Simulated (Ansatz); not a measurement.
Results of HSE06+SOC (Ansatz, a first-principles code, PAW) for litharge PbO.

Run with plane-wave cutoff 460 eV, 6×6×6 k mesh, Fermi–Dirac smearing 0.01 eV, PAW data made under PBE.

Cell (measured lattice):

```yaml
crystal:
  lattice:
    - [3.97500, 0.00000, 0.00000]
    - [0.00000, 3.97500, 0.00000]
    - [0.00000, 0.00000, 5.02300]
  atoms:
    - { symbol: Pb, position: [0.50000, 0.00000, 0.76320] }
    - { symbol: Pb, position: [0.00000, 0.50000, 0.23680] }
    - { symbol: O, position: [0.50000, 0.50000, 0.00000] }
    - { symbol: O, position: [0.00000, 0.00000, 0.00000] }
```

Q: What does this level give for the band gap and smallest direct gap on the k points sampled?

A: 
band gap: 1.81 eV (indirect)
smallest direct gap on the k points sampled: 3.06 eV

Note: cell and atoms aren't relaxed at this level (largest force component 0.31 eV/Å).

Computed values are for the static lattice.
